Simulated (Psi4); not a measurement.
# AlF2 (SMILES [F][Al][F]): UMP3/def2-TZVPP

What is the vertical doublet–quartet gap of AlF2 at UMP3/def2-TZVPP? 

The results are computed with Psi4 1.11.

## Step 1: The system as given

AlF2: 3 atoms, total charge 0, spin state doublet. As SMILES, `[F][Al][F]`. The shape is that of a PBE0-D4/def2-TZVP optimisation.

Bond lengths: F1–Al2 1.647 Å, Al2–F3 1.647 Å. Angles: F1–Al2–F3 119.7°.

## Step 2: A single-point energy at UMP3/def2-TZVPP

job.inp

```
memory 1600 MB

molecule {
  0 2
  F
  Al 1 R2
  F 2 R3 1 A3

  R2 = 1.646548
  R3 = 1.646538
  A3 = 119.65199
  symmetry c1
}

set reference uhf
set puream true
set e_convergence 1e-09
set d_convergence 1e-08
set scf_type pk
set num_frozen_docc 7
set maxiter 200

e_tot, wfn = energy('mp3/def2-TZVPP', return_wfn=True)
```

Command:

```sh
$ psi4 -i job.inp -o job.out -n 1
```

job.out:

```text
[...]
  Running in c1 symmetry.
[...]
  Nuclear repulsion =   90.260757485130853
[...]
  Multiplicity = 2
[...]
  Nalpha       = 16
  Nbeta        = 15
[...]
    Number of basis functions: 104
[...]
   @UHF iter   1:  -440.91591095619879   -1.06049e+00   5.27205e-03 ADIIS/DIIS
[...]
   @UHF iter  13:  -441.02096111499606   -1.59162e-12   4.94337e-09 DIIS
[...]
   @S^2 Observed:                7.512794176E-01
[...]
    Orbital Energies [Eh]
    ---------------------
    Alpha Occupied:
       1A    -58.534363     2A    -26.266234     3A    -26.266229
       4A     -4.947630     5A     -3.262607     6A     -3.259688
       7A     -3.258857     8A     -1.558381     9A     -1.550474
      10A     -0.713174    11A     -0.677975    12A     -0.649006
      13A     -0.639855    14A     -0.627327    15A     -0.623912
      16A     -0.362919
    Alpha Virtual:
      17A      0.035066    18A      0.112513    19A      0.116120
      20A      0.224614    21A      0.262935    22A      0.265264
      23A      0.302588    24A      0.321248    25A      0.324351
[...]
  @UHF Final Energy:  -441.02096111499606
   => Energetics <=
    Nuclear Repulsion Energy =             90.2607574851308527
    One-Electron Energy =                -796.6397796292026214
    Two-Electron Energy =                 265.3580610290757136
    Total Energy =                       -441.0209611149960551
  UHF NO Occupations:
  HONO-2 :   14  A 1.9998341
  HONO-1 :   15  A 1.9996705
[...]
 Multipole Moments:
 ------------------------------------------------------------------------------------
     Multipole            Electronic (a.u.)      Nuclear  (a.u.)        Total (a.u.)
 ------------------------------------------------------------------------------------
 L = 1.  Multiply by 2.5417464519 to convert [e a0] to [Debye]
 Dipole X            :         -0.4766448           -0.1725086           -0.6491534
 Dipole Y            :         -0.2771432           -0.1002989           -0.3774420
 Dipole Z            :         -0.0000000            0.0000000           -0.0000000
 Magnitude           :                                                    0.7509079
[...]
	DF-SCS-MP2 Total Energy (a.u.)     :  -441.56029023379068
	DF-SOS-MP2 Total Energy (a.u.)     :  -441.55185049075732
	DF-SCS(N)-MP2 Total Energy (a.u.)  :  -441.28114572006007
[...]
	DF-MP2 Total Energy (a.u.)         :  -441.57716971985752
[...]
	DF-MP3 Total Energy (a.u.)         :  -441.57000797274725
[...]
```

Run time: 7.2 s. Hardware: 1 thread of Intel Xeon Platinum 8488C (Sapphire Rapids), shared host; peak memory 0.42 GiB.

## Step 3: The quartet at the same level

alf2.py

```python
import psi4

psi4.set_memory('1600 MB')
psi4.set_num_threads(1)
psi4.core.set_output_file('output.dat', False)

molecule = psi4.geometry("""
0 4
F      0.533000    -1.361200     0.136400
Al     0.388700     0.275400     0.245200
F     -0.932500     1.021000    -0.394800
units angstrom
symmetry c1
""")

psi4.set_options({
    'reference': 'uhf',
    'puream': True,
    'e_convergence': 1e-09,
    'd_convergence': 1e-08,
    'scf_type': 'pk',
    'num_frozen_docc': 7,
    'maxiter': 200,
})

energy_value = psi4.energy('mp3/def2-TZVPP', molecule=molecule)
print(f'mp3/def2-TZVPP energy: {energy_value:.10f} Eh')
```

Command:

```sh
$ python alf2.py
```

output.dat:

```text
[...]
  Running in c1 symmetry.
[...]
  Nuclear repulsion =   90.260752901983039
[...]
  Multiplicity = 4
[...]
  Nalpha       = 17
  Nbeta        = 14
[...]
    Number of basis functions: 104
[...]
   @UHF iter   1:  -440.64057588110882   -7.85155e-01   2.49706e-03 DIIS/ADIIS
[...]
   @UHF iter  21:  -440.68744655169144    2.44427e-12   5.15859e-09 DIIS
[...]
   @S^2 Observed:                3.829577601E+00
[...]
    Orbital Energies [Eh]
    ---------------------
    Alpha Occupied:
       1A    -58.514246     2A    -26.451241     3A    -26.451234
       4A     -4.933719     5A     -3.249605     6A     -3.247175
       7A     -3.245983     8A     -1.743672     9A     -1.737834
      10A     -0.883748    11A     -0.858871    12A     -0.844121
      13A     -0.830418    14A     -0.807058    15A     -0.799921
      16A     -0.381395    17A     -0.214416
    Alpha Virtual:
      18A      0.084148    19A      0.101852    20A      0.226225
      21A      0.248353    22A      0.250780    23A      0.287909
      24A      0.299948    25A      0.300196    26A      0.340445
[...]
  @UHF Final Energy:  -440.68744655169144
   => Energetics <=
    Nuclear Repulsion Energy =             90.2607529019830395
    One-Electron Energy =                -793.9459297759314040
    Two-Electron Energy =                 262.9977303222569844
    Total Energy =                       -440.6874465516914370
  UHF NO Occupations:
  HONO-2 :   15  A 1.0000000
  HONO-1 :   16  A 1.0000000
[...]
 Multipole Moments:
 ------------------------------------------------------------------------------------
     Multipole            Electronic (a.u.)      Nuclear  (a.u.)        Total (a.u.)
 ------------------------------------------------------------------------------------
 L = 1.  Multiply by 2.5417464519 to convert [e a0] to [Debye]
 Dipole X            :         -0.5442894            0.1678201           -0.3764692
 Dipole Y            :         -0.3501064            0.1079606           -0.2421458
 Dipole Z            :         -0.0000000           -0.0000000           -0.0000000
 Magnitude           :                                                    0.4476200
[...]
	DF-SCS-MP2 Total Energy (a.u.)     :  -441.19709557474948
	DF-SOS-MP2 Total Energy (a.u.)     :  -441.18786114980998
	DF-SCS(N)-MP2 Total Energy (a.u.)  :  -440.93944962906954
[...]
	DF-MP2 Total Energy (a.u.)         :  -441.21556442462855
[...]
	DF-MP3 Total Energy (a.u.)         :  -441.22011734671167
[...]
```

On the terminal:

```text
Memory set to   1.490 GiB by Python driver.
  Threads set to 1 by Python driver.
mp3/def2-TZVPP energy: -441.2201173467 Eh
```

Wall time 7.5 s (1 thread of Intel Xeon Platinum 8488C (Sapphire Rapids), shared host); peak memory 0.42 GiB.

## Step 4: Results

Level: UMP3/def2-TZVPP, 7 core orbitals frozen.

| quantity | value |
| --- | --- |
| doublet: total energy | -441.57001 Eh |
| doublet: HOMO energy (Hartree–Fock orbitals) (highest over α and β) | -9.88 eV |
| doublet: LUMO energy (Hartree–Fock orbitals) (lowest over α and β) | 0.17 eV |
| doublet: correlation energy (7 core orbitals frozen) | -549.0 mEh |
| doublet: ⟨S²⟩ of the reference determinant | 0.751 |
| quartet: total energy | -441.22012 Eh |
| quartet: HOMO energy (Hartree–Fock orbitals) (highest over α and β) | -5.83 eV |
| quartet: correlation energy (7 core orbitals frozen) | -532.7 mEh |
| quartet: ⟨S²⟩ of the reference determinant | 3.830 |
| vertical energy of the quartet above the doublet | 9.521 eV |

In words: At this shape the quartet lies 9.52 eV (220 kcal/mol) above the doublet.
